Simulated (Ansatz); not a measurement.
The input, for Ansatz 0.2.0:

```yaml
crystal:
  periodic: [false, false, false]
  atoms:
    - {symbol: Hf, position_ang: [0.000000, 0.000000, 0.753733]}
    - {symbol: H, position_ang: [0.000000, 0.000000, -3.419267]}
    - {symbol: H, position_ang: [0.000000, 0.000000, 2.665533]}
basis:
  gaussian: {orbitals: def2-SVP, occupation: {up: {"A1": 5, "B1": 1, "B2": 1}, down: {"A1": 5, "B1": 1, "B2": 1}}}
correlation: {method: fci, electrons: outside_noble_gas}
```

```sh
$ ansatz run in.yaml --threads 1 --pin off --events-out ev --progress --plain --max-ram 2393MiB
```

Q: Roughly how long does this take on 1 thread of AMD EPYC 9R45, shared host, and how much host memory?

A: 63 s wall and 1.6 GiB.

```
744 factors; integrals over basis functions are off by at most 1.9e-7 eV
mean field evaluation 1: about -1311.0712 eV, gradient 2.2e1 eV
mean field evaluation 2: about -1314.8560 eV, gradient 7.0e0 eV
mean field evaluation 4: about -1315.4358 eV, gradient 4.4e-3 eV
mean field evaluation 8: about -1315.4323 eV, gradient 1.2e-6 eV
mean field -1315.43227588 eV, -48.3412445066 hartree, gradient 2.5e-6 eV, S^2 0.000000; 0 other end points of the search recorded, 0 dependent functions left out; unrestricted orbitals would lower it
mean field evaluation 16: about -1315.5711 eV, gradient 2.2e1 eV
mean field evaluation 32: about -1317.6775 eV, gradient 6.1e-2 eV
unrestricted determinant -1317.67817033 eV, -48.4237796053 hartree, S^2 1.3154
4 core orbitals not correlated: weight in the atoms' cores, before any rotation towards them, 0.999 or more for the frozen orbitals, at most 0.000 for the correlated occupied ones
reference -1315.43227588 eV, -48.3412445066 hartree; 3, 3 occupied and 35, 35 virtual orbitals, 744 factors
state -1319.66150580 eV, -48.4966658394 hartree
Total energy: -1319.66150580 eV, -48.4966658394 hartree
```

Natural occupations: 1.9465 1.8341 0.9999 0.9627 0.0597 0.0479 0.0479 0.0234 0.0184 0.0118 0.0118 0.0077 0.0060 0.0053 0.0030 0.0030 0.0018 0.0018 0.0013 0.0010 0.0007 0.0007 0.0006 0.0005.
